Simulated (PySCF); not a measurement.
H3Si, SMILES [SiH3], multiplicity 2.

Geometry optimised at B3LYP-D3(BJ)/def2-TZVPD. The isomer is the one that the SMILES or the coordinates give; other isomers of the formula were not compared.

Method: TDA-LC-ωPBE/def2-TZVPD in PySCF.

Vertical excitations; the highest root listed may be one member of a degenerate set. Gas-phase values at a fixed geometry.

Computed UV-visible absorptions:
```tsv
state	energy (eV)	λ (nm)	f	main pairs
root 1	5.56	223	0.033	α HOMO→LUMO+2, β HOMO→LUMO, β HOMO−1→LUMO (degenerate set)
root 2	5.56	223	0.033	α HOMO→LUMO+1, β HOMO−1→LUMO, β HOMO→LUMO (degenerate set)
root 3	5.76	215	0.014	α HOMO→LUMO+2, β HOMO→LUMO, β HOMO−1→LUMO (degenerate set)
root 4	5.76	215	0.014	α HOMO→LUMO+1, β HOMO−1→LUMO, β HOMO→LUMO (degenerate set)
root 5	5.90	210	0.033	α HOMO→LUMO 84 %
root 6	6.75	184	0.203	α HOMO→LUMO+3 83 %
root 7	7.47	166	0.070	α HOMO→LUMO+5 (degenerate set)
root 8	7.47	166	0.070	α HOMO→LUMO+4 (degenerate set)
root 9	8.49	146	0.010	α HOMO→LUMO+7 (degenerate set)
root 10	8.49	146	0.010	α HOMO→LUMO+6 (degenerate set)
```
Unrestricted roots are not spin-pure.
